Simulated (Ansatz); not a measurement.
**ClF (singlet): from Hartree-Fock to the top rungs, cc-pV(T+d)Z**

Aim: climb from Hartree-Fock through coupled cluster for ClF (singlet) at one geometry and basis, and see what each rung misses.

Computed with Ansatz 0.2.0, Gaussian basis. Level: cc-pV(T+d)Z, core rule «outside noble gas», up to 6 orbitals frozen.

The runs, in order: UHF; CCSD(T) on RHF; CCSDT(Q) on RHF; CCSDTQ on RHF.

## 1. The geometry

The geometry is an MP2(full)/6-31G* stationary point (not a proven minimum).

2 atoms, charge 0, spin multiplicity 1.

Atoms are counted from 1 here; the program's logs count them from 0.

Bond lengths: F1–Cl2 1.659 Å.

## 2. UHF

Contents of in.yaml:

```yaml
crystal:
  periodic: [false, false, false]
  atoms:
    - {symbol: F, position_ang: [0.000000, 0.000000, 0.000000]}
    - {symbol: Cl, position_ang: [0.000000, 0.000000, 1.659096]}
basis:
  gaussian: {orbitals: "cc-pV(T+d)Z.json"}
magnetization: {spin_polarized: true, initial_magnetization: 0}
hamiltonian: {xc: hf}
output: {orbitals: {seedname: orbitals}}
```

Command:

```sh
> ansatz run in.yaml --threads 1 --pin off --events-out ev --progress --plain --max-ram 3956MiB --backend cpu
```

The runs that follow: CCSD(T) on RHF; CCSDT(Q) on RHF; CCSDTQ on RHF.

Q: Predict the results of all the runs planned. Wanted: RCCSDTQ below the RHF energy; RMP2 from RCCSDTQ; RCCSD from RCCSDTQ; RCCSD(T) from RCCSDTQ; RCCSDT(Q) from RCCSDTQ; T1 diagnostic.

As calculated:

| quantity | value |
| --- | --- |
| RCCSDTQ below the RHF energy | -13.1670 eV |
| RMP2 from RCCSDTQ | +96.1 kJ/mol |
| RCCSD from RCCSDTQ | +48.7 kJ/mol |
| RCCSD(T) from RCCSDTQ | +3.9 kJ/mol |
| RCCSDT(Q) from RCCSDTQ | -0.2 kJ/mol |
| levels within 1 kcal/mol (43 meV) | RCCSD(T), RCCSDT, RCCSDT(Q) |
| T1 diagnostic | 0.012 |

**Reading.** RCCSD(T) lands +3.9 kJ/mol from the yardstick (0.3 % of the correlation energy). These misses are within one basis, not against nature.
